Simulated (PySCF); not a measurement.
How the method moves the bond dissociation enthalpies of methyl iodide

Structure: `CI` (CH3I). Optimised structure (Å), atoms numbered from 1:
```
C    -0.2223   -0.0041   -0.0109
I     1.9178    0.0468    0.0270
H    -0.5284   -0.8093   -0.6874
H    -0.5736   -0.1945    1.0089
H    -0.5767    0.9672   -0.3724
```

All levels share the PBE0-D3(BJ)/def2-SVP structures and the PBE0-D3(BJ)/def2-SVP thermal terms; only the single-point energies (PySCF) change. Values are bond dissociation enthalpies (298 K, kJ/mol).

```tsv
level	C1–H
HF/def2-TZVP	319
r2SCAN-D3(BJ)/def2-TZVP (grid 3)	400
M06-L/def2-TZVP (grid 3)	403
PBE0-D3(BJ)/def2-SV(P)	403
HSE06/def2-TZVP	404
LC-ωPBE/def2-TZVP	404
PBE-D3(BJ)/def2-TZVP	405
OPBE/def2-TZVP	405
PBE0-D3(BJ)/ma-def2-TZVP	406
PBE0-D3(BJ)/def2-TZVP	407
PBE0-D3(BJ)/def2-TZVPD	407
BLYP-D3(BJ)/def2-TZVP	407
PBE0-D3(BJ)/def2-QZVP	407
PBE0-D3(BJ)/def2-TZVPP	408
PBE0-D3(BJ)/ma-def2-SVP	408
PBE0-D3(BJ)/def2-SVPD	409
PBE0-D3(BJ)/def2-SVP	409
BHandHLYP/def2-TZVP	409
B97-2/def2-TZVP	410
M06/def2-TZVP (grid 3)	411
TPSS-D3(BJ)/def2-TZVP (grid 3)	413
TPSSh-D3(BJ)/def2-TZVP (grid 3)	414
B3LYP-D3(BJ)/def2-TZVP	414
CAM-B3LYP-D3(BJ)/def2-TZVP	416
BP86-D3(BJ)/def2-TZVP	416
ωB97X-D3(BJ)/def2-TZVP	418
ωB97M-D3(BJ)/def2-TZVP (grid 3)	421
M06-2X/def2-TZVP (grid 3)	422
LDA/def2-TZVP	449
```

Hartree-Fock leaves out electron correlation, so its bond energies come out too low, often by 100 kJ/mol or more.

The spread: 130 kJ/mol, from 319 to 449.

Caveats: spin-orbit coupling is left out of the energies, which matters for open shells on the heavier atoms; atoms past Kr carry effective core potentials.
